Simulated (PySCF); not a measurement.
C₄H₄S.
Cartesian coordinates in Å at the PBE0-D3(BJ)/def2-SVP level; atoms count from 1:
```
atom  x, y, z in Å
C1    -1.9201    0.0407   -0.1459
C2    -0.4840   -0.0990   -0.0260
C3     0.7266   -0.2023    0.0697
C4     2.1254   -0.3446    0.1908
S5     3.2068    0.8703    0.1064
H6    -2.2283    1.0945   -0.0677
H7    -2.4394   -0.5338    0.6372
H8    -2.2631   -0.3429   -1.1204
H9     2.4720   -1.3787    0.3573
```

Method used: EOM-IP-CCSD/aug-cc-pVDZ in PySCF, restricted Hartree–Fock reference, 9 core orbitals frozen, non-relativistic, gas phase, PBE0-D3(BJ)/def2-SVP geometry.

Hartree–Fock orbital energies give these Koopmans values (eV): HOMO 9.47, HOMO-1 9.74, HOMO-2 10.80, HOMO-3 12.89, HOMO-4 15.01, HOMO-5 16.52, HOMO-6 16.58, HOMO-7 17.63.

Task: What vertical ionisation energies does EOM-IP-CCSD give?

Result: 
```tsv
leading hole (HF orbital)	Koopmans (eV)	EOM-IP-CCSD (eV)	change (eV)	one-hole share
HOMO	9.47	8.73	-0.74	0.94
HOMO-1	9.74	9.80	+0.06	0.96
HOMO-2	10.80	10.38	-0.42	0.96
HOMO-3	12.89	12.36	-0.53	0.92
HOMO-4	15.01	13.73	-1.28	0.93
HOMO-5	16.52	15.35	-1.17	0.94
HOMO-6	16.58	15.37	-1.21	0.94
HOMO-7	17.63	15.64	-1.99	0.81
```

Task: Does the order of the lines follow the orbital energies?

Result: Yes, no two lines change places. The corrections run from -1.99 to +0.06 eV, with a mean of -0.91 eV over the 8 lines; EOM-IP-CCSD lies above the Koopmans value for HOMO-1. Koopmans values leave out both the relaxation of the orbitals and the change in correlation energy.

Task: At what kinetic energies would He II light (40.81 eV) eject these electrons?

Result: 32.08 eV (HOMO), 31.01 eV (HOMO-1), 30.43 eV (HOMO-2), 28.45 eV (HOMO-3), 27.08 eV (HOMO-4), 25.46 eV (HOMO-5), 25.44 eV (HOMO-6), 25.17 eV (HOMO-7).

Lines less than 0.15 eV apart could change places at a higher level. One root was sought for each valence orbital with −ε under 21 eV, eight at most, so deeper holes and satellites are missing; no vibrational structure.

The run took 5.4 min of wall time on Arm Neoverse V1, one thread, no GPU (shared host), and the process peaked at 2.9 GiB of memory.
